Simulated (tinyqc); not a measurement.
CCSD on RHF in the sto-3g basis, frozen core, for H3O+, spin multiplicity 1, step by step (part 1 of 2). Computed by tinyqc, a small Python program that keeps every step (integrals from PySCF). Settings: charge = 1, multiplicity = 1, basis = sto-3g, method = RHF, frozen orbitals = 1, energy threshold = 1e-10, iteration cap = 84, orthogonalisation = canonical, start = Wolfsberg-Helmholz matrix, DIIS depth = 6, amplitude equations = CCSD, DIIS depth for amplitudes = 6, cap on updates = 79. Command: `OMP_NUM_THREADS=1 python tinyqc.py 23546 23547 out.jsonl` (the two numbers bound the seeds that draw the settings). One thread of a shared host (Intel(R) Xeon(R) Processor @ 2.60GHz), about 0.2 s of CPU time with the checks. The early iterations of the SCF are left out here.

## One-electron integrals

Geometry (angstrom):
```
atom,x,y,z
O,0.000000,0.000000,0.077000
H,1.048000,0.000000,0.000000
H,-0.524000,0.908000,0.000000
H,-0.524000,-0.908000,0.000000
```

Basis sto-3g: exponents (1/bohr^2) and contraction coefficients of normalised primitives:
```
element,l (shell),exponent,coefficient
O,s (1),130.709320,0.154329
O,s (1),23.808861,0.535328
O,s (1),6.443608,0.444635
O,s (2),5.033151,-0.099967
O,s (2),1.169596,0.399513
O,s (2),0.380389,0.700115
O,p (3),5.033151,0.155916
O,p (3),1.169596,0.607684
O,p (3),0.380389,0.391957
H,s (1),3.425251,0.154329
H,s (1),0.623914,0.535328
H,s (1),0.168855,0.444635
```

Overlap, kinetic and nuclear-attraction integrals over the contracted functions; the nuclear repulsion is the sum of Za Zb / Rab.

nuclear repulsion = 12.95768672 hartree

overlap S:
```
,1O 1s,1O 2s,1O 2px,1O 2py,1O 2pz,2H 1s,3H 1s,4H 1s
1O 1s,1.000000,0.236704,0.000000,0.000000,0.000000,0.043183,0.043147,0.043147
1O 2s,0.236704,1.000000,0.000000,0.000000,0.000000,0.415478,0.415264,0.415264
1O 2px,0.000000,0.000000,1.000000,0.000000,0.000000,0.358387,-0.179068,-0.179068
1O 2py,0.000000,0.000000,0.000000,1.000000,0.000000,0.000000,0.310294,-0.310294
1O 2pz,0.000000,0.000000,0.000000,0.000000,1.000000,-0.026332,-0.026313,-0.026313
2H 1s,0.043183,0.415478,0.358387,0.000000,-0.026332,1.000000,0.160204,0.160204
3H 1s,0.043147,0.415264,-0.179068,0.310294,-0.026313,0.160204,1.000000,0.160052
4H 1s,0.043147,0.415264,-0.179068,-0.310294,-0.026313,0.160204,0.160052,1.000000
```

kinetic energy T (hartree):
```
,1O 1s,1O 2s,1O 2px,1O 2py,1O 2pz,2H 1s,3H 1s,4H 1s
1O 1s,29.003200,-0.168011,0.000000,0.000000,0.000000,-0.007242,-0.007254,-0.007254
1O 2s,-0.168011,0.808128,0.000000,0.000000,0.000000,0.088236,0.088101,0.088101
1O 2px,0.000000,0.000000,2.528731,0.000000,0.000000,0.216842,-0.108270,-0.108270
1O 2py,0.000000,0.000000,0.000000,2.528731,0.000000,0.000000,0.187613,-0.187613
1O 2pz,0.000000,0.000000,0.000000,0.000000,2.528731,-0.015932,-0.015910,-0.015910
2H 1s,-0.007242,0.088236,0.216842,0.000000,-0.015932,0.760032,-0.006607,-0.006607
3H 1s,-0.007254,0.088101,-0.108270,0.187613,-0.015910,-0.006607,0.760032,-0.006623
4H 1s,-0.007254,0.088101,-0.108270,-0.187613,-0.015910,-0.006607,-0.006623,0.760032
```

nuclear attraction V (hartree):
```
,1O 1s,1O 2s,1O 2px,1O 2py,1O 2pz,2H 1s,3H 1s,4H 1s
1O 1s,-62.128867,-7.540600,-0.000013,0.000000,0.002830,-1.409932,-1.408738,-1.408738
1O 2s,-7.540600,-10.551434,-0.000142,0.000000,0.034230,-3.418999,-3.416859,-3.416859
1O 2px,-0.000013,-0.000142,-10.527190,0.000000,0.000011,-2.617407,1.307555,1.307555
1O 2py,0.000000,0.000000,0.000000,-10.527177,0.000000,0.000000,-2.265834,2.265834
1O 2pz,0.002830,0.034230,0.000011,0.000000,-10.378773,0.200993,0.200826,0.200826
2H 1s,-1.409932,-3.418999,-2.617407,0.000000,0.200993,-5.736327,-1.048706,-1.048706
3H 1s,-1.408738,-3.416859,1.307555,-2.265834,0.200826,-1.048706,-5.735062,-1.047689
4H 1s,-1.408738,-3.416859,1.307555,2.265834,0.200826,-1.048706,-1.047689,-5.735062
```

core Hamiltonian H = T + V (hartree):
```
,1O 1s,1O 2s,1O 2px,1O 2py,1O 2pz,2H 1s,3H 1s,4H 1s
1O 1s,-33.125667,-7.708611,-0.000013,0.000000,0.002830,-1.417175,-1.415992,-1.415992
1O 2s,-7.708611,-9.743306,-0.000142,0.000000,0.034230,-3.330764,-3.328758,-3.328758
1O 2px,-0.000013,-0.000142,-7.998459,0.000000,0.000011,-2.400565,1.199285,1.199285
1O 2py,0.000000,0.000000,0.000000,-7.998445,0.000000,0.000000,-2.078220,2.078220
1O 2pz,0.002830,0.034230,0.000011,0.000000,-7.850042,0.185061,0.184916,0.184916
2H 1s,-1.417175,-3.330764,-2.400565,0.000000,0.185061,-4.976295,-1.055312,-1.055312
3H 1s,-1.415992,-3.328758,1.199285,-2.078220,0.184916,-1.055312,-4.975030,-1.054312
4H 1s,-1.415992,-3.328758,1.199285,2.078220,0.184916,-1.055312,-1.054312,-4.975030
```

## Two-electron integrals

Functions are numbered as in S; the eight-fold symmetry (ij|kl) = (ji|kl) = (kl|ij) leaves the list below.

Two-electron integrals (ij|kl) in chemists' order, unique and non-zero (hartree):
```
i,j,k,l,(ij|kl)
1,1,1,1,4.785065
2,1,1,1,0.741380
2,1,2,1,0.136873
2,2,1,1,1.118947
2,2,2,1,0.256633
2,2,2,2,0.817206
3,1,3,1,0.024477
3,2,3,1,0.037809
3,2,3,2,0.180518
3,3,1,1,1.115814
3,3,2,1,0.256684
3,3,2,2,0.817023
3,3,3,3,0.880159
4,1,4,1,0.024477
4,2,4,1,0.037809
4,2,4,2,0.180518
4,3,4,3,0.047444
4,4,1,1,1.115814
4,4,2,1,0.256684
4,4,2,2,0.817023
4,4,3,3,0.785270
4,4,4,4,0.880159
5,1,5,1,0.024477
5,2,5,1,0.037809
5,2,5,2,0.180518
5,3,5,3,0.047444
5,4,5,4,0.047444
5,5,1,1,1.115814
5,5,2,1,0.256684
5,5,2,2,0.817023
5,5,3,3,0.785270
5,5,4,4,0.785270
5,5,5,5,0.880159
6,1,1,1,0.137085
6,1,2,1,0.025104
6,1,2,2,0.046795
6,1,3,1,0.001155
6,1,3,2,0.002167
6,1,3,3,0.046983
6,1,4,4,0.046704
6,1,5,1,-0.000085
6,1,5,2,-0.000159
6,1,5,3,-0.000021
6,1,5,5,0.046705
6,1,6,1,0.004664
6,2,1,1,0.342408
6,2,2,1,0.079556
6,2,2,2,0.281557
6,2,3,1,0.005966
6,2,3,2,0.046085
6,2,3,3,0.290919
6,2,4,4,0.276702
6,2,5,1,-0.000438
6,2,5,2,-0.003386
6,2,5,3,-0.001045
6,2,5,5,0.276778
6,2,6,1,0.014887
6,2,6,2,0.121348
6,3,1,1,0.249721
6,3,2,1,0.058757
6,3,2,2,0.222019
6,3,3,1,0.012068
6,3,3,2,0.082515
6,3,3,3,0.241735
6,3,4,4,0.212006
6,3,5,1,-0.000283
6,3,5,2,-0.002520
6,3,5,3,-0.001486
6,3,5,5,0.212064
6,3,6,1,0.011468
6,3,6,2,0.116246
6,3,6,3,0.127115
6,4,4,1,0.008215
6,4,4,2,0.048221
6,4,4,3,0.009509
6,4,5,4,-0.000699
6,4,6,4,0.017050
6,5,1,1,-0.018348
6,5,2,1,-0.004317
6,5,2,2,-0.016312
6,5,3,1,-0.000283
6,5,3,2,-0.002520
6,5,3,3,-0.016364
6,5,4,4,-0.015577
6,5,5,1,0.008236
6,5,5,2,0.048406
6,5,5,3,0.009566
6,5,5,5,-0.016978
6,5,6,1,-0.000843
6,5,6,2,-0.008541
6,5,6,3,-0.008087
6,5,6,5,0.017644
6,6,1,1,0.490435
6,6,2,1,0.115796
6,6,2,2,0.470766
6,6,3,1,0.010990
6,6,3,2,0.117905
6,6,3,3,0.507568
6,6,4,4,0.451918
6,6,5,1,-0.000807
6,6,5,2,-0.008663
6,6,5,3,-0.004089
6,6,5,5,0.452219
6,6,6,1,0.021848
6,6,6,2,0.258425
6,6,6,3,0.282524
6,6,6,5,-0.020758
6,6,6,6,0.774606
7,1,1,1,0.136969
7,1,2,1,0.025082
7,1,2,2,0.046756
7,1,3,1,-0.000577
7,1,3,2,-0.001082
7,1,3,3,0.046734
7,1,4,1,0.001000
7,1,4,2,0.001875
7,1,4,3,-0.000121
7,1,4,4,0.046874
7,1,5,1,-0.000085
7,1,5,2,-0.000159
7,1,5,3,0.000010
7,1,5,4,-0.000018
7,1,5,5,0.046666
7,1,6,1,0.004574
7,1,6,2,0.014317
7,1,6,3,0.010347
7,1,6,4,0.000401
7,1,6,5,-0.000811
7,1,6,6,0.020766
7,1,7,1,0.004656
7,2,1,1,0.342194
7,2,2,1,0.079506
7,2,2,2,0.281391
7,2,3,1,-0.002980
7,2,3,2,-0.023023
7,2,3,3,0.280088
7,2,4,1,0.005164
7,2,4,2,0.039895
7,2,4,3,-0.006152
7,2,4,4,0.287198
7,2,5,1,-0.000438
7,2,5,2,-0.003383
7,2,5,3,0.000522
7,2,5,4,-0.000904
7,2,5,5,0.276614
7,2,6,1,0.014320
7,2,6,2,0.094378
7,2,6,3,0.069208
7,2,6,4,0.010611
7,2,6,5,-0.006435
7,2,6,6,0.160525
7,2,7,1,0.014866
7,2,7,2,0.121215
7,3,1,1,-0.124756
7,3,2,1,-0.029354
7,3,2,2,-0.110920
7,3,3,1,0.009171
7,3,3,2,0.056753
7,3,3,3,-0.116755
7,3,4,1,-0.001667
7,3,4,2,-0.014840
7,3,4,3,0.010548
7,3,4,4,-0.109933
7,3,5,1,0.000141
7,3,5,2,0.001258
7,3,5,3,-0.000894
7,3,5,4,0.000340
7,3,5,5,-0.105947
7,3,6,1,-0.004827
7,3,6,2,-0.025409
7,3,6,3,-0.006482
7,3,6,4,-0.002216
7,3,6,5,0.001690
7,3,6,6,-0.032711
7,3,7,1,-0.005724
7,3,7,2,-0.058047
7,3,7,3,0.044504
7,4,1,1,0.216180
7,4,2,1,0.050865
7,4,2,2,0.192205
7,4,3,1,-0.001667
7,4,3,2,-0.014840
7,4,3,3,0.185855
7,4,4,1,0.011098
7,4,4,2,0.073904
7,4,4,3,-0.008765
7,4,4,4,0.206956
7,4,5,1,-0.000245
7,4,5,2,-0.002181
7,4,5,3,0.000340
7,4,5,4,-0.001288
7,4,5,5,0.183588
7,4,6,1,0.009165
7,4,6,2,0.065254
7,4,6,3,0.047471
7,4,6,4,0.019637
7,4,6,5,-0.004372
7,4,6,6,0.112464
7,4,7,1,0.009919
7,4,7,2,0.100585
7,4,7,3,-0.047609
7,4,7,4,0.099526
7,5,1,1,-0.018332
7,5,2,1,-0.004313
7,5,2,2,-0.016299
7,5,3,1,0.000141
7,5,3,2,0.001258
7,5,3,3,-0.015761
7,5,4,1,-0.000245
7,5,4,2,-0.002181
7,5,4,3,0.000340
7,5,4,4,-0.016154
7,5,5,1,0.008230
7,5,5,2,0.048374
7,5,5,3,-0.004779
7,5,5,4,0.008281
7,5,5,5,-0.016965
7,5,6,1,-0.000811
7,5,6,2,-0.006434
7,5,6,3,-0.004630
7,5,6,4,-0.000721
7,5,6,5,0.013118
7,5,6,6,-0.011902
7,5,7,1,-0.000841
7,5,7,2,-0.008530
7,5,7,3,0.004037
7,5,7,4,-0.006996
7,5,7,5,0.017622
7,6,1,1,0.100816
7,6,2,1,0.023601
7,6,2,2,0.089620
7,6,3,1,0.000719
7,6,3,2,0.006451
7,6,3,3,0.090229
7,6,4,1,0.001246
7,6,4,2,0.011176
7,6,4,3,0.000358
7,6,4,4,0.090643
7,6,5,1,-0.000211
7,6,5,2,-0.001896
7,6,5,3,-0.000222
7,6,5,4,-0.000385
7,6,5,5,0.087890
7,6,6,1,0.004351
7,6,6,2,0.036885
7,6,6,3,0.033031
7,6,6,4,0.003896
7,6,6,5,-0.002923
7,6,6,6,0.078778
7,6,7,1,0.004347
7,6,7,2,0.036867
7,6,7,3,-0.013133
7,6,7,4,0.030546
7,6,7,5,-0.002921
7,6,7,6,0.013663
7,7,1,1,0.490290
7,7,2,1,0.115762
7,7,2,2,0.470649
7,7,3,1,-0.005490
7,7,3,2,-0.058913
7,7,3,3,0.465706
7,7,4,1,0.009514
7,7,4,2,0.102086
7,7,4,3,-0.024083
7,7,4,4,0.493540
7,7,5,1,-0.000807
7,7,5,2,-0.008657
7,7,5,3,0.002042
7,7,5,4,-0.003539
7,7,5,5,0.452108
7,7,6,1,0.020777
7,7,6,2,0.160582
7,7,6,3,0.113782
7,7,6,4,0.027891
7,7,6,5,-0.011908
7,7,6,6,0.289562
7,7,7,1,0.021823
7,7,7,2,0.258256
7,7,7,3,-0.141139
7,7,7,4,0.244570
7,7,7,5,-0.020740
7,7,7,6,0.078778
7,7,7,7,0.774606
8,1,1,1,0.136969
8,1,2,1,0.025082
8,1,2,2,0.046756
8,1,3,1,-0.000577
8,1,3,2,-0.001082
8,1,3,3,0.046734
8,1,4,1,-0.001000
8,1,4,2,-0.001875
8,1,4,3,0.000121
8,1,4,4,0.046874
8,1,5,1,-0.000085
8,1,5,2,-0.000159
8,1,5,3,0.000010
8,1,5,4,0.000018
8,1,5,5,0.046666
8,1,6,1,0.004574
8,1,6,2,0.014317
8,1,6,3,0.010347
8,1,6,4,-0.000401
8,1,6,5,-0.000811
8,1,6,6,0.020766
8,1,7,1,0.004570
8,1,7,2,0.014308
8,1,7,3,-0.005516
8,1,7,4,0.008757
8,1,7,5,-0.000811
8,1,7,6,0.004216
8,1,7,7,0.020759
8,1,8,1,0.004656
8,2,1,1,0.342194
8,2,2,1,0.079506
8,2,2,2,0.281391
8,2,3,1,-0.002980
8,2,3,2,-0.023023
8,2,3,3,0.280088
8,2,4,1,-0.005164
8,2,4,2,-0.039895
8,2,4,3,0.006152
8,2,4,4,0.287198
8,2,5,1,-0.000438
8,2,5,2,-0.003383
8,2,5,3,0.000522
8,2,5,4,0.000904
8,2,5,5,0.276614
8,2,6,1,0.014320
8,2,6,2,0.094378
8,2,6,3,0.069208
8,2,6,4,-0.010611
8,2,6,5,-0.006435
8,2,6,6,0.160525
8,2,7,1,0.014308
8,2,7,2,0.094317
8,2,7,3,-0.043752
8,2,7,4,0.054610
8,2,7,5,-0.006429
8,2,7,6,0.029493
8,2,7,7,0.160474
8,2,8,1,0.014866
8,2,8,2,0.121215
8,3,1,1,-0.124756
8,3,2,1,-0.029354
8,3,2,2,-0.110920
8,3,3,1,0.009171
8,3,3,2,0.056753
8,3,3,3,-0.116755
8,3,4,1,0.001667
8,3,4,2,0.014840
8,3,4,3,-0.010548
8,3,4,4,-0.109933
8,3,5,1,0.000141
8,3,5,2,0.001258
8,3,5,3,-0.000894
8,3,5,4,-0.000340
8,3,5,5,-0.105947
8,3,6,1,-0.004827
8,3,6,2,-0.025409
8,3,6,3,-0.006482
8,3,6,4,0.002216
8,3,6,5,0.001690
8,3,6,6,-0.032711
8,3,7,1,-0.005516
8,3,7,2,-0.043752
8,3,7,3,0.032663
8,3,7,4,-0.024823
8,3,7,5,0.002937
8,3,7,6,-0.010274
8,3,7,7,-0.080966
8,3,8,1,-0.005724
8,3,8,2,-0.058047
8,3,8,3,0.044504
8,4,1,1,-0.216180
8,4,2,1,-0.050865
8,4,2,2,-0.192205
8,4,3,1,0.001667
8,4,3,2,0.014840
8,4,3,3,-0.185855
8,4,4,1,0.011098
8,4,4,2,0.073904
8,4,4,3,-0.008765
8,4,4,4,-0.206956
8,4,5,1,0.000245
8,4,5,2,0.002181
8,4,5,3,-0.000340
8,4,5,4,-0.001288
8,4,5,5,-0.183588
8,4,6,1,-0.009165
8,4,6,2,-0.065254
8,4,6,3,-0.047471
8,4,6,4,0.019637
8,4,6,5,0.004372
8,4,6,6,-0.112464
8,4,7,1,-0.008757
8,4,7,2,-0.054610
8,4,7,3,0.024823
8,4,7,4,-0.019554
8,4,7,5,0.003648
8,4,7,6,-0.017805
8,4,7,7,-0.084563
8,4,8,1,-0.009919
8,4,8,2,-0.100585
8,4,8,3,0.047609
8,4,8,4,0.099526
8,5,1,1,-0.018332
8,5,2,1,-0.004313
8,5,2,2,-0.016299
8,5,3,1,0.000141
8,5,3,2,0.001258
8,5,3,3,-0.015761
8,5,4,1,0.000245
8,5,4,2,0.002181
8,5,4,3,-0.000340
8,5,4,4,-0.016154
8,5,5,1,0.008230
8,5,5,2,0.048374
8,5,5,3,-0.004779
8,5,5,4,-0.008281
8,5,5,5,-0.016965
8,5,6,1,-0.000811
8,5,6,2,-0.006434
8,5,6,3,-0.004630
8,5,6,4,0.000721
8,5,6,5,0.013118
8,5,6,6,-0.011902
8,5,7,1,-0.000811
8,5,7,2,-0.006429
8,5,7,3,0.002937
8,5,7,4,-0.003648
8,5,7,5,0.013109
8,5,7,6,-0.002258
8,5,7,7,-0.011898
8,5,8,1,-0.000841
8,5,8,2,-0.008530
8,5,8,3,0.004037
8,5,8,4,0.006996
8,5,8,5,0.017622
8,6,1,1,0.100816
8,6,2,1,0.023601
8,6,2,2,0.089620
8,6,3,1,0.000719
8,6,3,2,0.006451
8,6,3,3,0.090229
8,6,4,1,-0.001246
8,6,4,2,-0.011176
8,6,4,3,-0.000358
8,6,4,4,0.090643
8,6,5,1,-0.000211
8,6,5,2,-0.001896
8,6,5,3,-0.000222
8,6,5,4,0.000385
8,6,5,5,0.087890
8,6,6,1,0.004351
8,6,6,2,0.036885
8,6,6,3,0.033031
8,6,6,4,-0.003896
8,6,6,5,-0.002923
8,6,6,6,0.078778
8,6,7,1,0.004216
8,6,7,2,0.029493
8,6,7,3,-0.010274
8,6,7,4,0.017805
8,6,7,5,-0.002258
8,6,7,6,0.011068
8,6,7,7,0.051147
8,6,8,1,0.004347
8,6,8,2,0.036867
8,6,8,3,-0.013133
8,6,8,4,-0.030546
8,6,8,5,-0.002921
8,6,8,6,0.013663
8,7,1,1,0.100721
8,7,2,1,0.023579
8,7,2,2,0.089534
8,7,3,1,-0.001437
8,7,3,2,-0.012887
8,7,3,3,0.090761
8,7,4,4,0.089939
8,7,5,1,-0.000211
8,7,5,2,-0.001894
8,7,5,3,0.000444
8,7,5,5,0.087807
8,7,6,1,0.004215
8,7,6,2,0.029483
8,7,6,3,0.020548
8,7,6,5,-0.002257
8,7,6,6,0.051112
8,7,7,1,0.004343
8,7,7,2,0.036829
8,7,7,3,-0.019855
8,7,7,4,0.026625
8,7,7,5,-0.002918
8,7,7,6,0.011059
8,7,7,7,0.078690
8,7,8,1,0.004343
8,7,8,2,0.036829
8,7,8,3,-0.019855
8,7,8,4,-0.026625
8,7,8,5,-0.002918
8,7,8,6,0.011059
8,7,8,7,0.013636
8,8,1,1,0.490290
8,8,2,1,0.115762
8,8,2,2,0.470649
8,8,3,1,-0.005490
8,8,3,2,-0.058913
8,8,3,3,0.465706
8,8,4,1,-0.009514
8,8,4,2,-0.102086
8,8,4,3,0.024083
8,8,4,4,0.493540
8,8,5,1,-0.000807
8,8,5,2,-0.008657
8,8,5,3,0.002042
8,8,5,4,0.003539
8,8,5,5,0.452108
8,8,6,1,0.020777
8,8,6,2,0.160582
8,8,6,3,0.113782
8,8,6,4,-0.027891
8,8,6,5,-0.011908
8,8,6,6,0.289562
8,8,7,1,0.020759
8,8,7,2,0.160474
8,8,7,3,-0.080966
8,8,7,4,0.084563
8,8,7,5,-0.011898
8,8,7,6,0.051147
8,8,7,7,0.289470
8,8,8,1,0.021823
8,8,8,2,0.258256
8,8,8,3,-0.141139
8,8,8,4,-0.244570
8,8,8,5,-0.020740
8,8,8,6,0.078778
8,8,8,7,0.078690
8,8,8,8,0.774606
```

## Orthogonalisation

S = U s U^T; canonical form X = U s^(-1/2), so that X^T S X = 1. Each column of U has its largest component positive (the first on a tie).

eigenvalues of S: 0.389282  0.473787  0.473915  0.977771  1.009084  1.365959  1.366033  1.944169

X:
```
,1,2,3,4,5,6,7,8
1O 1s,-0.368180,0.000599,0.000000,0.808450,0.509068,-0.000116,0.000000,0.154924
1O 2s,1.245650,-0.001580,0.000000,0.008169,0.072149,-0.000187,0.000000,0.448260
1O 2px,0.001486,0.930464,0.000000,-0.000005,0.000014,0.657110,0.000000,0.000164
1O 2py,0.000000,0.000000,0.930462,0.000000,0.000000,0.000000,0.657032,0.000000
1O 2pz,-0.069893,0.000075,0.000000,-0.546058,0.835996,0.000001,0.000000,-0.025945
2H 1s,-0.542036,-0.910292,0.000000,-0.153655,-0.096136,0.447323,0.000000,0.310384
3H 1s,-0.539882,0.456210,-0.788772,-0.153763,-0.096204,-0.223826,0.387528,0.310169
4H 1s,-0.539882,0.456210,0.788772,-0.153763,-0.096204,-0.223826,-0.387528,0.310169
```

## Iteration 8 (converged): orbitals

converged F (hartree):
```
,1O 1s,1O 2s,1O 2px,1O 2py,1O 2pz,2H 1s,3H 1s,4H 1s
1O 1s,-20.793195,-5.294001,-0.000011,0.000000,0.005149,-0.980626,-0.979813,-0.979813
1O 2s,-5.294001,-2.914290,-0.000115,0.000000,0.022386,-1.054736,-1.054132,-1.054132
1O 2px,-0.000011,-0.000115,-0.830494,0.000000,0.000010,-0.608638,0.304104,0.304104
1O 2py,0.000000,0.000000,0.000000,-0.830447,0.000000,0.000000,-0.526975,0.526975
1O 2pz,0.005149,0.022386,0.000010,0.000000,-0.858604,0.054907,0.054876,0.054876
2H 1s,-0.980626,-1.054736,-0.608638,0.000000,0.054907,-0.768809,-0.298180,-0.298180
3H 1s,-0.979813,-1.054132,0.304104,-0.526975,0.054876,-0.298180,-0.768399,-0.297889
4H 1s,-0.979813,-1.054132,0.304104,0.526975,0.054876,-0.298180,-0.297889,-0.768399
```

Diagonalise F' = X^T F X, C = X C', fill 5 alpha and 5 beta electrons from the bottom; D = 2 C_occ C_occ^T. Each column has its largest component positive (the first on a tie).

F' = X^T F X (hartree):
```
,1,2,3,4,5,6,7,8
1,-0.587092,0.001617,0.000000,2.245311,1.411704,-0.000316,0.000000,0.219498
2,0.001617,0.242776,0.000000,-0.004505,-0.002858,-0.053770,0.000000,-0.000845
3,0.000000,0.000000,0.242601,0.000000,0.000000,0.000000,-0.053871,0.000000
4,2.245311,-0.004505,0.000000,-13.251475,-8.073567,0.002532,0.000000,-4.847859
5,1.411704,-0.002858,0.000000,-8.073567,-6.118120,0.001652,0.000000,-3.163505
6,-0.000316,-0.053770,0.000000,0.002532,0.001652,-1.036573,0.000000,0.000992
7,0.000000,0.000000,-0.053871,0.000000,0.000000,0.000000,-1.036526,0.000000
8,0.219498,-0.000845,0.000000,-4.847859,-3.163505,0.000992,0.000000,-3.380175
```

orbital energies (hartree): MO1 -20.801878, MO2 -1.701392, MO3 -1.038828, MO4 -1.038791, MO5 -0.859536, MO6 0.025939, MO7 0.244866, MO8 0.245036

coefficients C:
```
,MO1,MO2,MO3,MO4,MO5,MO6,MO7,MO8
1O 1s,0.994130,-0.241279,0.000050,0.000000,-0.015275,-0.159862,0.000000,0.000164
1O 2s,0.026335,0.885394,-0.000259,0.000000,0.075394,0.983642,0.000000,-0.001140
1O 2px,0.000003,0.000115,0.695536,0.000000,0.000038,-0.000631,0.000000,-0.902102
1O 2py,0.000000,0.000000,0.000000,0.695535,0.000000,0.000000,0.902043,0.000000
1O 2pz,-0.000622,-0.025689,-0.000034,0.000000,0.996294,-0.096773,0.000000,0.000106
2H 1s,-0.004533,0.101386,0.408849,0.000000,-0.026203,-0.639864,0.000000,0.929598
3H 1s,-0.004530,0.101307,-0.204428,0.354055,-0.026230,-0.641010,-0.804354,-0.463838
4H 1s,-0.004530,0.101307,-0.204428,-0.354055,-0.026230,-0.641010,0.804354,-0.463838
```

D after iteration 8:
```
,1O 1s,1O 2s,1O 2px,1O 2py,1O 2pz,2H 1s,3H 1s,4H 1s
1O 1s,2.093488,-0.377198,0.000019,0.000000,-0.019277,-0.057097,-0.057112,-0.057112
1O 2s,-0.377198,1.580600,-0.000150,0.000000,0.104706,0.175132,0.175304,0.175304
1O 2px,0.000019,-0.000150,0.967540,0.000000,0.000023,0.568759,-0.284353,-0.284353
1O 2py,0.000000,0.000000,0.000000,0.967537,0.000000,0.000000,0.492515,-0.492515
1O 2pz,-0.019277,0.104706,0.000023,0.000000,1.986524,-0.057442,-0.057451,-0.057451
2H 1s,-0.057097,0.175132,0.568759,0.000000,-0.057442,0.356287,-0.145202,-0.145202
3H 1s,-0.057112,0.175304,-0.284353,0.492515,-0.057451,-0.145202,0.356234,-0.145185
4H 1s,-0.057112,0.175304,-0.284353,-0.492515,-0.057451,-0.145202,-0.145185,0.356234
```

## Convergence

Stop when the energy changes by less than 1e-10 hartree and every element of the error matrix X^T (F D S - S D F) X is below 3e-06.

Course of the cycle:
```
iteration,E (hartree),change,largest element of the error matrix
1,-75.10729424,-,6.88e-01
2,-75.30217105,-1.95e-01,1.55e-01
3,-75.31451773,-1.23e-02,2.13e-02
4,-75.31508199,-5.64e-04,5.14e-03
5,-75.31509621,-1.42e-05,5.75e-04
6,-75.31509678,-5.69e-07,1.62e-05
7,-75.31509678,-2.27e-10,5.55e-08
8,-75.31509678,-8.53e-14,1.64e-08
```

PySCF RHF in the same basis = -75.31509678 hartree

Converged in 8 iterations.
